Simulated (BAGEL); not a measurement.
**ROHF/6-311+G(d,p) (density fitting with qzvpp-jkfit) run of C2H7Si (SMILES C[SiH]C)**

What is the energy change on altering one bond length of C2H7Si at ROHF/6-311+G** (density fitting with qzvpp-jkfit)? 

The calculation is run with BAGEL 1.2.2.

1 further run of the same task is left out (set aside as unsound or not needed).

## 1. The structure to begin with

C2H7Si: 10 atoms, total charge 0, spin state doublet. SMILES: `C[SiH]C`. The shape is that of a PBE0-D4/def2-TZVP optimisation.

Bond lengths: C1–Si2 1.877 Å, Si2–C3 1.877 Å, C1–H4 1.095 Å, C1–H5 1.092 Å, C1–H6 1.092 Å, Si2–H7 1.495 Å, C3–H8 1.092 Å, C3–H9 1.092 Å, C3–H10 1.095 Å. Some angles: C1–Si2–C3 111.8°, C1–Si2–H7 110.2°, C3–Si2–H7 110.2°, Si2–C1–H4 110.5°, Si2–C1–H5 111.1°, Si2–C1–H6 111.0°, Si2–C3–H8 111.0°, Si2–C3–H9 111.1°, Si2–C3–H10 110.5°, H4–C1–H5 108.0°.

## 2. The energy at ROHF/6-311+G(d,p) (density fitting with qzvpp-jkfit)

Contents of input.json:

```json
{ "bagel": [

{
  "title": "molecule",
  "basis": "6-311+gss.json",
  "df_basis": "qzvpp-jkfit",
  "angstrom": true,
  "geometry": [
    { "atom": "C", "xyz": [      -1.065300,       0.729000,      -0.876200 ] },
    { "atom": "Si", "xyz": [       0.579500,       0.676400,       0.026300 ] },
    { "atom": "C", "xyz": [       0.745000,      -0.863300,       1.086800 ] },
    { "atom": "H", "xyz": [      -1.173700,      -0.143700,      -1.529000 ] },
    { "atom": "H", "xyz": [      -1.145400,       1.625300,      -1.494500 ] },
    { "atom": "H", "xyz": [      -1.899100,       0.727900,      -0.170400 ] },
    { "atom": "H", "xyz": [       1.707100,       0.752000,      -0.952200 ] },
    { "atom": "H", "xyz": [      -0.043500,      -0.905000,       1.841800 ] },
    { "atom": "H", "xyz": [       1.708100,      -0.884600,       1.600600 ] },
    { "atom": "H", "xyz": [       0.670300,      -1.765000,       0.469600 ] }
  ]
},

{
  "title": "rohf",
  "nopen": 1
},

{
  "title": "print",
  "file": "orbitals.molden",
  "orbitals": true
}

]}
```

The basis set 6-311+G** is read from a file made from the Basis Set Exchange's data (not shown).

Launch:

```bash
$ BAGEL_NUM_THREADS=1 BAGEL input.json > input.out
```

The log of the run:

```text
* using 1 threads per process

  ===============================================================
  ===============================================================

  *** Geometry ***

  { "atom" : "C", "xyz" : [     -2.013125,      1.377610,     -1.655778 ] },
  { "atom" : "Si", "xyz" : [      1.095096,      1.278211,      0.049700 ] },
  { "atom" : "C", "xyz" : [      1.407846,     -1.631401,      2.053754 ] },
  { "atom" : "H", "xyz" : [     -2.217972,     -0.271554,     -2.889391 ] },
  { "atom" : "H", "xyz" : [     -2.164492,      3.071372,     -2.824196 ] },
  { "atom" : "H", "xyz" : [     -3.588779,      1.375532,     -0.322009 ] },
  { "atom" : "H", "xyz" : [      3.225951,      1.421074,     -1.799397 ] },
  { "atom" : "H", "xyz" : [     -0.082203,     -1.710202,      3.480498 ] },
  { "atom" : "H", "xyz" : [      3.227841,     -1.671652,      3.024696 ] },
  { "atom" : "H", "xyz" : [      1.266683,     -3.335367,      0.887415 ] },

  Number of auxiliary basis functions:      404

  Since a DF basis is specified, we compute 2- and 3-index integrals:
    o Being stored without compression. Storage requirement is 0.043 GB

  Number of basis functions:      116
  Number of electrons      :       33

    * METHOD: MOLECULE                             0.21

  *** Open-shell HF ***

  === Nuclear Repulsion ===
   105.4280848282

      * DIIS with orbital gradients will be used.

  === ROHF iteration (6-311+gss.json) ===
      0       -368.46517400          0.04824899           0.12
      1       -368.68546547          0.02343070           0.13
      2       -368.73076221          0.01056529           0.13
      3       -368.74231368          0.00128135           0.12
      4       -368.74283964          0.00021452           0.13
      5       -368.74291963          0.00006120           0.12
      6       -368.74293255          0.00001909           0.13
      7       -368.74293567          0.00000729           0.12
      8       -368.74293640          0.00000163           0.12
      9       -368.74293681          0.00000058           0.12
     10       -368.74293684          0.00000024           0.13
     11       -368.74293684          0.00000009           0.13
     12       -368.74293684          0.00000003           0.12
     13       -368.74293684          0.00000001           0.12
    * SCF iteration converged.

    * S^2 (ROHF) is 0.7500

    * Permanent dipole moment:
           (    0.200929,     0.168124,    -0.048868) a.u.

    * METHOD: ROHF                                 1.90

    * METHOD: PRINT                                0.03

  ===============================================================
```

Run time: 2.3 s. Hardware: 1 thread of Arm Neoverse V1, shared host.

## 3. The distorted shape, same level

Contents of calc.json:

```json
{ "bagel": [

{
  "title": "molecule",
  "basis": "6-311+gss.json",
  "df_basis": "qzvpp-jkfit",
  "angstrom": true,
  "geometry": [
    { "atom": "C", "xyz": [   -1.546863,    0.739650,   -1.133107 ] },
    { "atom": "Si", "xyz": [    0.097937,    0.687050,   -0.230607 ] },
    { "atom": "C", "xyz": [    0.263437,   -0.852650,    0.829893 ] },
    { "atom": "H", "xyz": [   -1.655263,   -0.133050,   -1.785907 ] },
    { "atom": "H", "xyz": [   -1.626963,    1.635950,   -1.751407 ] },
    { "atom": "H", "xyz": [   -2.380663,    0.738550,   -0.427307 ] },
    { "atom": "H", "xyz": [    1.225537,    0.762650,   -1.209107 ] },
    { "atom": "H", "xyz": [   -0.525063,   -0.894350,    1.584893 ] },
    { "atom": "H", "xyz": [    1.708100,   -0.884600,    1.600600 ] },
    { "atom": "H", "xyz": [    0.188737,   -1.754350,    0.212693 ] }
  ]
},
{ "title": "rohf", "nopen": 1 },
{ "title": "print", "file": "orbitals.molden", "orbitals": true }

]}
```

The basis set 6-311+G** is read from a file made from the Basis Set Exchange's data (not shown).

Launch:

```bash
$ BAGEL_NUM_THREADS=1 BAGEL calc.json > calc.out
```

The log of the run:

```text
* using 1 threads per process

  ===============================================================
  ===============================================================

  *** Geometry ***

  { "atom" : "C", "xyz" : [     -2.923147,      1.397736,     -2.141262 ] },
  { "atom" : "Si", "xyz" : [      0.185074,      1.298336,     -0.435784 ] },
  { "atom" : "C", "xyz" : [      0.497824,     -1.611275,      1.568270 ] },
  { "atom" : "H", "xyz" : [     -3.127994,     -0.251428,     -3.374875 ] },
  { "atom" : "H", "xyz" : [     -3.074514,      3.091497,     -3.309680 ] },
  { "atom" : "H", "xyz" : [     -4.498801,      1.395657,     -0.807493 ] },
  { "atom" : "H", "xyz" : [      2.315929,      1.441200,     -2.284881 ] },
  { "atom" : "H", "xyz" : [     -0.992225,     -1.690077,      2.995014 ] },
  { "atom" : "H", "xyz" : [      3.227841,     -1.671652,      3.024696 ] },
  { "atom" : "H", "xyz" : [      0.356661,     -3.315241,      0.401932 ] },

  Number of auxiliary basis functions:      404

  Since a DF basis is specified, we compute 2- and 3-index integrals:
    o Being stored without compression. Storage requirement is 0.043 GB

  Number of basis functions:      116
  Number of electrons      :       33

    * METHOD: MOLECULE                             0.21

  *** Open-shell HF ***

  === Nuclear Repulsion ===
   103.7753946975

      * DIIS with orbital gradients will be used.

  === ROHF iteration (6-311+gss.json) ===
      0       -368.36269409          0.04826072           0.12
      1       -368.58269529          0.02658451           0.12
      2       -368.63868862          0.01377765           0.12
      3       -368.65876084          0.00156393           0.12
      4       -368.65946058          0.00054811           0.12
      5       -368.65958225          0.00013694           0.12
      6       -368.65960036          0.00003459           0.12
      7       -368.65960933          0.00001041           0.13
      8       -368.65961117          0.00000414           0.13
      9       -368.65961154          0.00000163           0.13
     10       -368.65961174          0.00000053           0.13
     11       -368.65961181          0.00000020           0.12
     12       -368.65961182          0.00000008           0.12
     13       -368.65961183          0.00000003           0.12
     14       -368.65961183          0.00000001           0.12
     15       -368.65961183          0.00000001           0.12
    * SCF iteration converged.

    * S^2 (ROHF) is 0.7500

    * Permanent dipole moment:
           (    0.444380,     0.113312,     0.117194) a.u.

    * METHOD: ROHF                                 2.13

    * METHOD: PRINT                                0.03

  ===============================================================
```

It took 2.5 s on 1 thread of Arm Neoverse V1, shared host.

## 4. Results

At ROHF/6-311+G** (density fitting with qzvpp-jkfit):

```
                                                         quantity          value
                                        first shape: total energy  -368.74294 Eh
                                       first shape: dipole moment         0.68 D
                                                first shape: ⟨S²⟩          0.750
                                    distorted shape: total energy  -368.65961 Eh
                                   distorted shape: dipole moment         1.20 D
                                            distorted shape: ⟨S²⟩          0.750
energy change with the C3–H9 bond stretched from 1.092 to 1.638 Å       2.267 eV
```

With the C3–H9 bond stretched from 1.092 to 1.638 Å the energy rises by 2.27 eV (52 kcal/mol). The first shape isn't relaxed at this level, so the change isn't measured from a minimum.
